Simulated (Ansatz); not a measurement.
Process, species as SMILES: CCCC + 3 [H][H] (H2) -> 4 C (CH4)

Quantity: energy of full hydrogenation (enthalpy at 298 K), in kcal/mol. Terms: non-relativistic; 6-311+G** with 5d; 6-31G* and kin with 6d, 5d where marked; valence correlation only; LANL2DZ all-electron up to Ne; no spin-orbit coupling. Basis-set limits of correlation are two-point, X^-3; Hartree-Fock from the larger set. The bracket is a focal-point correction in the basis named. Ab initio and DFT rows: single points at B3LYP-D3(BJ) geometries (Ansatz, a program for electronic structure), with unscaled harmonic terms from B3LYP/6-31G* at its own minima.

Measured values: Active Thermochemical Tables 1.112 (ions: stationary electron), as tabulated in the package chemicals; they hold spin-orbit and core effects, anharmonicity and other conformers. 

Value to compare with, the measured value: -41.2 kcal/mol.

| level | program | energy of full hydrogenation (enthalpy at 298 K) (kcal/mol) | error |
|---|---|---|---|
| HF/STO-3G | Ansatz | -47.4 | -6.2 |
| HF/3-21G | Ansatz | -56.8 | -15.6 |
| HF/LANL2DZ | Ansatz | -59.9 | -18.7 |
| HF/6-31G* | Ansatz | -53.9 | -12.7 |
| HF/6-311+G** | Ansatz | -51.7 | -10.5 |
| RI-MP2/CBS(cc-pVTZ,cc-pVQZ)+[CCSD(T)-MP2]/cc-pVTZ | Ansatz | -40.2 | 1.0 |

Among the 5 habitual levels, HF/LANL2DZ lies farthest from the measured value (-18.7 kcal/mol) and HF/STO-3G nearest (-6.2); 0 of 5 lie above it, and their mean absolute error is 12.7 kcal/mol, the median 12.7. One case shows no general order.

The sets are all those run for this method; runs whose electronic state is in doubt are left out.
